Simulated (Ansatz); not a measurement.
Basis-set extrapolation for C$_{2}$H$_{3}$ClO$_{2}$ (`OC(O)=CCl`) (PBE0-D4/def2-TZVP geometry, frozen core, the Gaussian-basis code of Ansatz). Multiplicity 1, RHF reference.

|  | def2-TZVPP | def2-QZVPP |
| --- | --- | --- |
| HF | -686.793142 | -686.816400 |
| MP2 correlation | -0.980571 | -1.060196 |
| CCSD(T) correlation | -1.049474 | not run |

Energies in hartree. Use E(X) = E(∞) + A·exp(−7.88·√X) for Hartree–Fock and E(X) = E(∞) + B·X^(−2.97) for correlation, with X = 3 and 4, and add CCSD(T) minus MP2 of the smaller set to the MP2 limit.

Q: What is the CCSD(T) energy at the basis-set limit?

A: HF limit: -686.816400 + (-0.023258) × 0.13774 = -686.81960. MP2 limit: -1.060196 + (-0.079625) × 0.74074 = -1.11918. Higher-order term: -1.049474 − (-0.980571) = -0.06890. Total: -688.00768 hartree, 433.4 kJ/mol below CCSD(T)/def2-TZVPP.
